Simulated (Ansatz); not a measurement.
**Nudged elastic band run: CH$_{5}$SSi, charge -1**

input.yaml

```yaml
crystal:
  periodic: [false, false, false]
  atoms:
    - { symbol: Si, position_ang: [-0.677342, 0.257811, -1.133269] }
    - { symbol: C, position_ang: [0.545282, 0.142431, 0.429229] }
    - { symbol: S, position_ang: [0.765787, -1.586522, 0.970884] }
    - { symbol: H, position_ang: [-1.996667, 0.260029, -0.314786] }
    - { symbol: H, position_ang: [-0.634776, 1.812161, -1.238546] }
    - { symbol: H, position_ang: [0.171931, 0.699055, 1.304252] }
    - { symbol: H, position_ang: [1.533563, 0.555698, 0.162951] }
    - { symbol: H, position_ang: [0.292231, -2.140663, -0.180704] }
total_charge: -1
basis:
  gaussian: { orbitals: def2-SVP }
hamiltonian:
  xc: pbe0
neb:
  order_check: false
  images: 1
  f_tol: 0.03
  max_iterations: 60
  climbing: true
  final_atoms:
    - { symbol: Si, position_ang: [-0.53188982, -0.03448384, -0.64413793] }
    - { symbol: C, position_ang: [0.6924787, 0.2020826, 0.73263192] }
    - { symbol: S, position_ang: [0.44957782, -1.42834121, 1.52964] }
    - { symbol: H, position_ang: [-1.93758758, -0.19879302, -0.15055709] }
    - { symbol: H, position_ang: [-0.66984762, 1.15983363, -1.6248327] }
    - { symbol: H, position_ang: [0.43886503, 1.07249232, 1.37140142] }
    - { symbol: H, position_ang: [1.71836456, 0.38316035, 0.35219708] }
    - { symbol: H, position_ang: [-0.1599521, -1.15595084, -1.56633171] }
  initial_path:
    images:
      - { positions_ang: [[-0.677342, 0.257811, -1.133269], [0.545282, 0.142431, 0.429229], [0.765787, -1.586522, 0.970884], [-1.996667, 0.260029, -0.314786], [-0.634776, 1.812161, -1.238546], [0.171931, 0.699055, 1.304252], [1.533563, 0.555698, 0.162951], [0.292231, -2.140663, -0.180704]] }
      - { positions_ang: [[-0.62857349, 0.10762416, -0.99251015], [0.57968463, 0.12847921, 0.50153482], [0.71634749, -1.5836761, 1.06062923], [-1.92916531, 0.0198569, -0.28673588], [-0.61368857, 1.55023428, -1.36595646], [0.26503093, 0.72308475, 1.36730862], [1.58448788, 0.46074532, 0.22042543], [0.02588545, -1.40634851, -0.50468461]] }
      - { positions_ang: [[-0.53188982, -0.03448384, -0.64413793], [0.6924787, 0.2020826, 0.73263192], [0.44957782, -1.42834121, 1.52964], [-1.93758758, -0.19879302, -0.15055709], [-0.66984762, 1.15983363, -1.6248327], [0.43886503, 1.07249232, 1.37140142], [1.71836456, 0.38316035, 0.35219708], [-0.1599521, -1.15595084, -1.56633171]] }
```

Run as:

```bash
$ ansatz run input.yaml --threads 1 --pin off --max-ram 2048MiB --backend cpu --events-out ev --progress --plain --runs-dir out
```

Output, in part (warnings, iteration lines, the closing report on the highest movable image, with atoms numbered from 0):

```
NEB end point (image 0): max|allowed force component| = 1.818e-2 eV/Å (the criterion of neb.relax_end_points is 1.000e-2)
NEB end point (image 2): max|allowed force component| = 5.878e-3 eV/Å (the criterion of neb.relax_end_points is 1.000e-2)
NEB iter   1: max|band force component| = 2.041e0 eV/Å  barrier→ = 1.0230 eV  barrier← = 1.6498 eV  Δτ_max = 0.2000 Å  (72 SCF iters)
NEB iter   2: max|band force component| = 1.354e0 eV/Å  barrier→ = 0.6836 eV  barrier← = 1.3104 eV  Δτ_max = 0.1820 Å  (28 SCF iters)
NEB iter   3: max|band force component| = 9.824e-1 eV/Å  barrier→ = 0.5724 eV  barrier← = 1.1992 eV  Δτ_max = 0.0768 Å  (28 SCF iters)
NEB iter   4: max|band force component| = 2.853e-1 eV/Å  barrier→ = 0.4766 eV  barrier← = 1.1034 eV  CI = image 1  Δτ_max = 0.0861 Å  (28 SCF iters)
NEB iter   5: max|band force component| = 1.883e-1 eV/Å  barrier→ = 0.4601 eV  barrier← = 1.0869 eV  CI = image 1  Δτ_max = 0.0179 Å  (28 SCF iters)
NEB iter   6: max|band force component| = 1.081e-1 eV/Å  barrier→ = 0.4558 eV  barrier← = 1.0825 eV  CI = image 1  Δτ_max = 0.0338 Å  (29 SCF iters)
NEB iter   7: max|band force component| = 4.636e-2 eV/Å  barrier→ = 0.4530 eV  barrier← = 1.0798 eV  CI = image 1  Δτ_max = 0.0162 Å  (27 SCF iters)
NEB iter   8: max|band force component| = 3.461e-2 eV/Å  barrier→ = 0.4524 eV  barrier← = 1.0792 eV  CI = image 1  Δτ_max = 0.0121 Å  (30 SCF iters)
NEB iter   9: max|band force component| = 2.322e-2 eV/Å  barrier→ = 0.4522 eV  barrier← = 1.0790 eV  CI = image 1  Δτ_max = 0.0000 Å  (50 SCF iters)
Total energy: -19815.53153642 eV, -728.2073525137 hartree
Atom 0 at    -0.594326     0.094153    -0.865783 Å, force    -0.023514     0.000215    -0.023262 eV/Å
Atom 1 at     0.642596     0.173910     0.609485 Å, force     0.007275     0.016759     0.017965 eV/Å
Atom 2 at     0.684451    -1.629575     0.920718 Å, force     0.005847    -0.002338     0.004454 eV/Å
Atom 3 at    -1.969023     0.135873    -0.200213 Å, force     0.002430     0.002240     0.002118 eV/Å
Atom 4 at    -0.680868     1.455799    -1.622652 Å, force     0.000240    -0.002006    -0.001049 eV/Å
Atom 5 at     0.284105     0.735769     1.490771 Å, force     0.006310    -0.011221    -0.010027 eV/Å
Atom 6 at     1.635355     0.573901     0.332968 Å, force     0.004272    -0.000681     0.012176 eV/Å
Atom 7 at    -0.002282    -1.539831    -0.665283 Å, force    -0.002859    -0.002968    -0.002374 eV/Å
Dipole moment:     0.192148     0.155437     0.169354 e Å
```

It converged. Another band between the same ends (7 images) ends at a top of the same energy, where a vibrational analysis finds 1 clearly imaginary mode. So few images can step over the top or miss a turn of the path. The orbitals stay closed-shell, which can raise the energy where a bond breaks towards radicals; this wasn't checked here. Limits of this set-up: an anion without diffuse functions, the dipole of an ion depends on the origin.

Final band (atoms are numbered from 1 in the order of the input):

```tsv
image	path coordinate (Å)	energy (eV)	S3–H8 (Å)	Si1–H8 (Å)
0	0.00	0.00	1.36	2.76
1	1.11	0.45	1.73	1.75
2	2.49	-0.63	3.17	1.50
```

Time of the run: 33 s on 1 thread of Arm Neoverse V1, on a shared host, peak memory 0.14 GiB.
